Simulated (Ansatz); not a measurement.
System: SnCl2 (Pnma, No. 62). Method: PBEsol in Ansatz (PAW).

Numerical settings: plane-wave cutoff 520 eV, 6×8×4 k mesh (along the axes of the cell as run), Fermi–Dirac smearing 0.01 eV, scalar-relativistic PAW data made under PBE.

Cell (measured lattice):

```cif
data_Cl8Sn4
_chemical_formula_sum 'Cl8 Sn4'
_space_group_name_H-M_alt 'P 1'
_space_group_IT_number 1
_cell_length_a 7.79300
_cell_length_b 4.43000
_cell_length_c 9.20700
_cell_angle_alpha 90.000
_cell_angle_beta 90.000
_cell_angle_gamma 90.000
loop_
_space_group_symop_operation_xyz
  'x, y, z'
loop_
_atom_site_label
_atom_site_type_symbol
_atom_site_fract_x
_atom_site_fract_y
_atom_site_fract_z
_atom_site_occupancy
Cl1 Cl 0.02200 0.25000 0.15500 1
Cl2 Cl 0.97800 0.75000 0.84500 1
Cl3 Cl 0.47800 0.75000 0.65500 1
Cl4 Cl 0.52200 0.25000 0.34500 1
Cl5 Cl 0.64400 0.25000 0.92500 1
Cl6 Cl 0.35600 0.75000 0.07500 1
Cl7 Cl 0.85600 0.75000 0.42500 1
Cl8 Cl 0.14400 0.25000 0.57500 1
Sn1 Sn 0.23100 0.25000 0.92600 1
Sn2 Sn 0.76900 0.75000 0.07400 1
Sn3 Sn 0.26900 0.75000 0.42600 1
Sn4 Sn 0.73100 0.25000 0.57400 1
```

### Question
Predict the band gap, smallest direct gap on the k points sampled and direct gap at Γ.

### Answer

- band gap: 2.92 eV
- smallest direct gap on the k points sampled: 3.19 eV
- direct gap at Γ: 3.39 eV

Note: cell and atoms aren't relaxed at this level (largest force component 0.14 eV/Å, pressure -1.4 GPa).

Spin–orbit coupling is not included.

Computed values are for the static lattice.

Ansatz is an electronic-structure program.
